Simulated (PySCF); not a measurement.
input.py for PN

Input:

```python
from pyscf import gto, scf

mol = gto.M(
    atom='P 0 0 0; N 0 0 1.548',
    basis='jorge-dzp',
    charge=0,
    spin=0,
    verbose=4,
)
mf = scf.RHF(mol)
mf.kernel()
mf.analyze()
print('orbital energies (hartree):', mf.mo_energy[..., max(0, mol.nelec[1]-3):mol.nelec[0]+3].round(4))
```

```bash
$ OMP_NUM_THREADS=1 python input.py
```

Output (some set-up lines and the per-cycle HOMO/LUMO lines with their warnings removed):

```
PySCF version 2.14.0

[INPUT] Symbol           X                Y                Z      unit          X                Y                Z       unit  Magmom
[INPUT]  1 P      0.000000000000   0.000000000000   0.000000000000 AA    0.000000000000   0.000000000000   0.000000000000 Bohr   0.0
[INPUT]  2 N      0.000000000000   0.000000000000   1.548000000000 AA    0.000000000000   0.000000000000   2.925296040827 Bohr   0.0

nuclear repulsion = 35.8938030662791
number of shells = 19
number of NR pGTOs = 73
number of NR cGTOs = 39
basis = jorge-dzp
ecp = {}

******** <class 'pyscf.scf.hf.RHF'> ********
method = RHF
initial guess = minao
damping factor = 0
level_shift factor = 0
DIIS = <class 'pyscf.scf.diis.CDIIS'>
SCF conv_tol = 1e-09
SCF max_cycles = 50
Initial guess from minao.
init E= -394.922178498592
cycle= 1 E= -395.100842109845  delta_E= -0.179  |g|= 0.331  |ddm|= 1.75
cycle= 2 E= -395.09992451305  delta_E= 0.000918  |g|= 0.386  |ddm|= 0.603
cycle= 3 E= -395.136412484043  delta_E= -0.0365  |g|= 0.04  |ddm|= 0.302
cycle= 4 E= -395.137183871999  delta_E= -0.000771  |g|= 0.0168  |ddm|= 0.0587
cycle= 5 E= -395.137340049345  delta_E= -0.000156  |g|= 0.00467  |ddm|= 0.0298
cycle= 6 E= -395.137358180269  delta_E= -1.81e-05  |g|= 0.00218  |ddm|= 0.011
cycle= 7 E= -395.137361122114  delta_E= -2.94e-06  |g|= 0.00039  |ddm|= 0.00533
cycle= 8 E= -395.137361219297  delta_E= -9.72e-08  |g|= 3.92e-05  |ddm|= 0.00112
cycle= 9 E= -395.137361220186  delta_E= -8.89e-10  |g|= 3.78e-06  |ddm|= 0.000133
Extra cycle  E= -395.137361220188  delta_E= -2.27e-12  |g|= 3.13e-06  |ddm|= 8.61e-06
converged SCF energy = -395.137361220188
**** SCF Summaries ****
Total Energy =                        -395.137361220187870
Nuclear Repulsion Energy =              35.893803066279077
One-electron Energy =                 -616.790775268020070
Two-electron Energy =                  185.759610981553152
Two-electron Coulomb Energy =          214.838866501311600
DFT Exchange-Correlation Energy =      -29.079255519758448
**** MO energy ****
MO #1   energy= -79.9979137044579  occ= 2
MO #2   energy= -15.6346354010914  occ= 2
MO #3   energy= -7.54844642943628  occ= 2
MO #4   energy= -5.43982116620906  occ= 2
MO #5   energy= -5.43881234548346  occ= 2
MO #6   energy= -5.43881234548329  occ= 2
MO #7   energy= -1.121879218587    occ= 2
MO #8   energy= -0.672317278265766 occ= 2
MO #9   energy= -0.48205134337626  occ= 2
MO #10  energy= -0.430544715130665 occ= 2
MO #11  energy= -0.430544715130624 occ= 2
MO #12  energy= 0.045946455994075  occ= 0
MO #13  energy= 0.0459464559941018 occ= 0
MO #14  energy= 0.200383437336811  occ= 0
[25 lines left out]
 ** Mulliken pop on meta-lowdin orthogonal AOs  **
 ** Mulliken pop  **
pop of  0 P 1s            1.99992
pop of  0 P 2s            1.99647
pop of  0 P 3s            1.75234
pop of  0 P 4s            0.01342
pop of  0 P 5s            0.00200
pop of  0 P 6s            0.00165
pop of  0 P 7s            0.00009
pop of  0 P 2px           1.99995
pop of  0 P 2py           1.99995
pop of  0 P 2pz           1.99999
pop of  0 P 3px           0.90848
pop of  0 P 3py           0.90848
[27 lines left out]
 ** Mulliken atomic charges  **
charge of    0P =      0.40362
charge of    1N =     -0.40362
Dipole moment(X, Y, Z, Debye):  0.00000,  0.00000, -3.09780
orbital energies (hartree): [-0.4821 -0.4305 -0.4305  0.0459  0.0459  0.2004]
```

In short: E(SCF) = -395.137361 Eh, 9 cycles, μz(SCF) = -3.10 D.

It ran on Arm Neoverse V2 (1 thread, shared host) in 0.81 s, peak memory 0.13 GiB.

Stability towards an unrestricted solution was not tested. The bond length is a typed value, not an optimised one.
